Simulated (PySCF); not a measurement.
## Relative stability

The two ends of one reaction step of SiNH5, closed shell (PBE0-D4/def2-TZVP).

A:

Si1  (-0.786, 0.271, -0.341)
H2  (1.147, -1.421, 1.801)
N3  (0.189, 1.314, -1.046)
H4  (1.465, -0.885, 1.389)
H5  (-1.449, 0.678, 0.915)
H6  (-1.165, -1.107, -0.763)
H7  (0.666, 1.085, -1.909)
(Å)

B:

Si1  (-0.503, -0.393, 0.207)
H2  (-0.353, -0.676, 1.658)
N3  (0.700, 0.754, -0.235)
H4  (1.657, 0.602, 0.039)
H5  (-1.832, 0.209, -0.073)
H6  (-0.450, -1.704, -0.509)
H7  (0.656, 1.199, -1.138)
(Å)

PySCF 2.14 with density fitting (its default auxiliary sets; JK sets also for MP2 and CCSD(T)); basis: def2-TZVPP; cores frozen in the correlated methods. B3LYP uses VWN-RPA correlation.

(1) Which structure is lower at CCSD(T), and by how much? (To be estimated.)

No T1 diagnostic of these runs exceeds 0.018.

Results:

(1) Computed: B, by 56.10 kcal/mol (electronic energy, against the other). By their contacts, A is a complex of SiNH₃ ([NH][SiH2]) + H₂ and B is SiNH₅ ([NH2][SiH3]).

All methods give the same order:

| method | E(B) − E(A) (kcal/mol) |
| --- | --- |
| SPW92 | -59.43 |
| PBE-D4 | -52.94 |
| r2SCAN-D4 | -56.35 |
| PBE0-D4 | -59.22 |
| B3LYP-D4 | -54.97 |
| BHLYP-D4 | -61.70 |
| wB97M-V | -57.67 |
| HF | -65.70 |
| MP2 | -55.63 |
| CCSD | -58.59 |
| CCSD(T) | -56.10 |

Labels in which every atom is bracketed show which atoms are joined, not bond orders.

For scale, one of the runs: CCSD(T)/def2-TZVPP, 143 basis functions, launched by `OMP_NUM_THREADS=4 python run.py`. Time: 77 s of wall clock on 4 CPU threads of an Arm Neoverse N1; the host was shared. Peak host memory: 0.69 GiB.
